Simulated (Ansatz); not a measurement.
The cluster P₄. Charge 0, multiplicity 3. Geometry B3LYP-D4/def2-TZVPD, that of the charge -1 doublet; atoms count from 1.

Cartesian coordinates in Å:
```
P -0.223 1.152 0.482
P 0.704 -0.794 0.696
P 0.934 0.312 -1.217
P -1.415 -0.670 0.039
```

At PBE0-D4/def2-TZVPD a singlet of charge 0 lies 0.77 eV below the triplet at the same geometry. The structure comes from a short search, and lower isomers may exist.

Estimate the Mulliken populations from the PBE0/def2-TZVPD orbitals of Ansatz.


```
atom  charge (e)  spin (α − β)
  P1        0.00         -0.02
  P2        0.00         -0.02
  P3        0.00          1.02
  P4        0.00          1.02
```
Mulliken values depend strongly on the basis. With diffuse functions, as here, like atoms can get unlike values, and bond orders can come out too low or too high.

Where does the spin sit?

Summed by element: P 2.00, of 2 unpaired in all. Largest on single atoms: P3 1.02, P4 1.02, P1 -0.02.

And the Mayer bond orders between heavy atoms (over 0.3)?

P1–P2 0.96 (2.17 Å); P1–P3 1.02 (2.22 Å); P1–P4 1.02 (2.22 Å); P2–P3 1.02 (2.22 Å); P2–P4 1.02 (2.22 Å).
